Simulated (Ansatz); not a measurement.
# C5H10: small, medium and large basis sets

One table from this session's results is given with a row withheld; the runs are named, their logs left out.

Method: one geometry, several basis sets; program: Ansatz 0.2.0, Gaussian basis.

Levels to be run: PBE0-D4/def2-SVP; ωB97M-V/def2-SVP; PBE0-D4/def2-QZVPP; ωB97M-V/def2-QZVPP; the functionals' def2-TZVPP values are taken from earlier runs.

## Structure used throughout

The geometry comes from an earlier relaxation with PBE0-D4 in a triple-zeta def2 set; it is a stationary point, not always the lowest conformer.

SMILES `C=C(C)CC`, 15 atoms, charge 0, spin multiplicity 1.

Atoms are counted from 1 here; the program's logs count them from 0.

Bond lengths: C1–C2 1.329 Å, C1–H6 1.085 Å, C1–H7 1.085 Å, C2–C3 1.497 Å, C2–C4 1.502 Å, C3–H8 1.091 Å, C3–H9 1.094 Å, C3–H10 1.095 Å, C4–C5 1.525 Å, C4–H11 1.093 Å, C4–H12 1.098 Å, C5–H13 1.093 Å, C5–H14 1.092 Å, C5–H15 1.092 Å. Angles: C2–C1–H6 121.4°, C2–C1–H7 121.6°, H6–C1–H7 117.1°, C1–C2–C3 121.8°, C1–C2–C4 121.5°, C3–C2–C4 116.7°, C2–C3–H8 111.5°, C2–C3–H9 111.4°, C2–C3–H10 110.8°, H8–C3–H9 108.0°, H8–C3–H10 108.4°, H9–C3–H10 106.6°, C2–C4–C5 113.7°, C2–C4–H11 109.0°, C2–C4–H12 108.8°, C5–C4–H11 109.5°, C5–C4–H12 108.8°, H11–C4–H12 106.6° and more.

Set-up of the first run:

The input, in.yaml:

```yaml
crystal:
  periodic: [false, false, false]
  atoms:
    - {symbol: C, position_ang: [-0.792418, 0.390798, 1.719083]}
    - {symbol: C, position_ang: [-0.539499, 0.021722, 0.467244]}
    - {symbol: C, position_ang: [-1.440091, 0.404062, -0.665224]}
    - {symbol: C, position_ang: [0.665368, -0.804877, 0.120717]}
    - {symbol: C, position_ang: [1.656087, -0.092117, -0.794113]}
    - {symbol: H, position_ang: [-0.136371, 0.106700, 2.534978]}
    - {symbol: H, position_ang: [-1.663256, 0.986682, 1.970521]}
    - {symbol: H, position_ang: [-2.315841, 0.949837, -0.312513]}
    - {symbol: H, position_ang: [-0.919785, 1.033503, -1.393401]}
    - {symbol: H, position_ang: [-1.781454, -0.484770, -1.206701]}
    - {symbol: H, position_ang: [1.169950, -1.104032, 1.043229]}
    - {symbol: H, position_ang: [0.331966, -1.728745, -0.369123]}
    - {symbol: H, position_ang: [2.005396, 0.837666, -0.338540]}
    - {symbol: H, position_ang: [2.527191, -0.722336, -0.986316]}
    - {symbol: H, position_ang: [1.210953, 0.154910, -1.760340]}
basis:
  gaussian: {orbitals: def2-SVP}
hamiltonian: {xc: pbe0, dispersion: d4}
output: {orbitals: {seedname: orbitals}}
```

Run with:

```sh
$ ansatz run in.yaml --threads 4 --pin off --events-out ev --progress --plain --max-ram 10444MiB
```

Among the steps run: PBE0-D4 in def2-SVP; ωB97M-V in def2-SVP; PBE0-D4 in def2-QZVPP; ωB97M-V in def2-QZVPP.

One of the session's tables, all rows but one given; the rest of the session is left out.

It belongs to the step «Functionals by basis». 

```
functional       basis  HOMO (eV)  LUMO (eV)
   PBE0-D4    def2-SVP      -6.98       0.76
   PBE0-D4  def2-TZVPP      -7.03       0.52
   PBE0-D4  def2-QZVPP      -7.04       0.37
   ωB97M-V    def2-SVP          ?          ?
   ωB97M-V  def2-TZVPP      -9.28       2.47
   ωB97M-V  def2-QZVPP      -9.28       1.81
```

Estimate the missing values for ωB97M-V, def2-SVP.

The run gave: HOMO (eV): -9.22; LUMO (eV): 2.89. In the column «HOMO (eV)» it lies between ωB97M-V, def2-QZVPP (-9.28) and PBE0-D4, def2-QZVPP (-7.04).
